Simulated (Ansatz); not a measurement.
Species: HCl, charge 0, singlet. HCl (chlorane, SMILES Cl).
B3LYP-D3(BJ)/def2-TZVP minimum from Ansatz (a quantum-chemistry and plane-wave program):
```
Cl
H 1 1.2820
```

Total energies in cc-pV(5+d)Z, 8 correlated electrons, 5 frozen orbitals. UHF or UKS for unpaired electrons; spin-orbit terms are left out. Correlated methods leave the cores frozen. No relativity.

```csv
method,program,energy (Eh),minus CCSDT(Q) (mEh)
HF,Ansatz,-460.11243,259.40
MP2,Ansatz,-460.34384,28.00
CCSD,Ansatz,-460.36067,11.17
CCSD(T),Ansatz,-460.37092,0.92
CCSDT(Q),Ansatz,-460.37184,0.00
```

Rough core times of Ansatz's runs on a shared machine: CCSD(T) under 20 s, CCSDT(Q) 8 min.
